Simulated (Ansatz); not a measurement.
Job for Ansatz (a first-principles code): U-CCSD(T)/aug-cc-pVDZ on O (SMILES [O]), 2S+1 = 3.

Ansatz 0.2 input:
```yaml
crystal:
  periodic: [false, false, false]
  atoms:
    - {symbol: O, position_ang: [0.00000000, 0.00000000, 0.00000000]}
basis:
  gaussian:
    orbitals: aug-cc-pVDZ
magnetization: {spin_polarized: true, initial_magnetization: 2}
correlation: {method: ccsd_t, electrons: outside_noble_gas}
scf: {omitted_lower_state_checks: [cluster_reference]}
```

The head of its log:

```
WARN ansatz: RAYON_NUM_THREADS=2 ignored (pool sized by the plan → 2); use --threads N
Functional definition: HF
these checks for a lower state are left out or cut short: cluster_reference
integrals: 0.00 GiB planned
122 factors; integrals over basis functions are off by at most 1.1e-4 eV
mean field: 0.04 GiB planned
mean field evaluation 1: about -2034.9999 eV, gradient 7.2e0 eV
mean field evaluation 2: about -2035.0011 eV, gradient 7.2e0 eV
mean field evaluation 4: about -2035.3110 eV, gradient 8.1e-1 eV
mean field evaluation 8: about -2035.3192 eV, gradient 3.6e-5 eV
mean field evaluation 16: about -2035.3192 eV, gradient 8.1e-5 eV
mean field -2035.31919127 eV, -74.7966006902 hartree, gradient 1.2e-6 eV, S^2 2.008420; 3 other end points of the search recorded, 0 dependent functions left out
1 core orbitals not correlated
reference -2035.31919127 eV, -74.7966006902 hartree; 4, 2 occupied and 18, 20 virtual orbitals, 122 factors
```

**Question.** Predict the final total energy.

**Answer.** -74.9257 hartree (reference determinant -74.7966, T1 diagnostic 0.010).
